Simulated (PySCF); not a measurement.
# A search over the determinants of NaS

Unrestricted PBE0; PySCF, no relativity, basis sets Na def2-TZVP, S def2-TZVP. Outer shells of the fragments: Na 3s1; S 3s2 3p4.

Followed along the bond (rough minima from three points):

```
2Ms+1   unpaired  ⟨S²⟩ at the start  R at minimum (Å)  Te (eV)
    2        π ↑               0.76              2.49     0.00
    2        σ ↑               0.75              2.41     0.56
    4  σ ↑, π ↑↑               3.76  none in the scan   ≤ 2.61
```

Solutions found at the starting distance of 2.560 Å, counted from the lowest of them; the search is not exhaustive and high or unbound solutions are not listed, so other states can lie among these:

| 2Ms+1 | unpaired | term | E (eV) | ⟨S²⟩ | ⟨Lz²⟩ | μ (D) |
| --- | --- | --- | --- | --- | --- | --- |
| 2 | π ↑ | ²Π | 0.00 | 0.76 | 1.01 | -8.54 |
| 2 | σ ↑ | ²Σ⁺ | 0.60 | 0.75 | 0.00 | -9.17 |
| 4 | σ ↑, π ↑↑ | ⁴Σ⁻ | 2.75 | 3.76 | 0.00 | 2.99 |
| 2 | σ ↓, π ↑↑ | mixed | 2.81 | 1.76 | 0.00 | 3.42 |
| 4 | σ ↑↑, π ↑ | ⁴Π | 3.10 | 3.75 | 1.01 | 3.04 |
| 2 | σ ↑, π ↑↓ | mixed | 3.19 | 1.76 | 2.03 | 3.19 |

A term symbol is given only where ⟨S²⟩ and ⟨Lz²⟩ are close to those of a pure state; real π, δ and φ orbitals otherwise mix terms. A positive dipole means Na(−)S(+).

Counting both spins, an empty level lies below a filled one in some of these solutions, because spin and occupation are held.
